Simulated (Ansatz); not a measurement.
CHN, singlet: the ladder up to full CI

Geometry: MP2(full)/6-31G*, from the G2/97 set.

```tsv
atom	x (Å)	y (Å)	z (Å)
C	0.0000	0.0000	0.0357
N	0.0000	0.0000	-1.1405
H	0.0000	0.0000	1.1047
```

Basis STO-3G; Ansatz 0.2.0. Correlated methods freeze the noble-gas cores, which leaves 10 electrons in 9 orbitals. Prefix R: restricted or restricted open-shell reference; prefix U: unrestricted. Active spaces: valence = (10e, 9o) chosen from the atoms' valence shells.

Full CI is exact within this basis and frozen core; it isn't the basis-set limit. The frozen core follows each run's orbitals, which can shift R against U totals by a few meV.

Unrestricted rows (U) aren't spin-pure: their determinants' ⟨S²⟩ exceeds S(S+1) by up to 0.20, so they mix in states of higher spin.

The UHF ⟨S²⟩ is 0.196. The T1 diagnostic (RCCSD) is 0.0057. The largest doubles amplitude (RCCSD) is 0.151.

| level | E − E(RHF) (eV) |
| --- | --- |
| UHF | -0.0282 |
| RMP2 | -4.3643 |
| RCCSD | -4.5686 |
| RCCSD(T) | -4.6045 |

**Question.** Estimate how far full CI in STO-3G lies from RCCSD(T). The table doesn't fix it; the size of (T) and the diagnostics are the guide.

**Answer.** Full CI in STO-3G lies 6.2 kJ/mol below RCCSD(T), which is 180 % of the (T) step (-3.5 kJ/mol). A doubles amplitude is large, RHF is unstable towards spin polarisation, and the rest is a large part of (T). The miss exceeds 1 kcal/mol.

The other levels:

```tsv
level	E − E(full CI) (kJ/mol)	share of correlation (%)	wall time
CISD	40.3	91.06	0.09 s
BCCD(T)	6.2	98.62	0.24 s
RCCSDT	5.9	98.70	–
CISDTQ	1.3	99.71	0.46 s
RCCSDT(Q)	0.4	99.92	0.52 s
RCCSDTQ	0.1	99.97	1.6 s
```

The correlation energy at full CI, counted from RHF, is -4.669 eV. That run took 0.52 s on 1 thread of AMD EPYC 7R13, shared host over 4,076 determinants.

Run but not shown, since their state or frozen core can't be matched to the reference's or they repeat it: CASSCF (valence space), NEVPT2 (valence space), MRCISD (valence space), MRCISD+Q (valence space).

Times hold each run's SCF and search for its determinant on a shared host, so for small cases they say little of a method's own cost; they ran on 1 thread of AMD EPYC 7R13.

The full-CI state has the irrep A1 of C2v, in the program's axes (one component, if the state is degenerate).

Natural occupations of full CI about the gap: 1.993 1.978 1.977 1.917 1.917 0.088 0.088 0.031 0.013; effectively unpaired electrons, Σ n²(2−n)², 0.12.

Atomization energy (electronic, same basis, no zero-point term; atoms at the same level, unrestricted beside the R rows where the molecule is a closed shell, with restricted open-shell steps beyond CCSDT(Q)) at full CI: 1157.8 kJ/mol. Errors of other levels:

```csv
level,error (kJ/mol)
RHF,-397.4
UHF,-394.7
RMP2,-2.1
CISD,-40.3
RCCSD,-9.7
RCCSD(T),-6.2
BCCD(T),-6.2
RCCSDT,-5.9
CISDTQ,-1.3
RCCSDT(Q),-0.4
RCCSDTQ,-0.1
```

This basis is far from its limit, so the value isn't to be set against a measured one. Truncated CI isn't size-consistent, which counts against it in atomization.
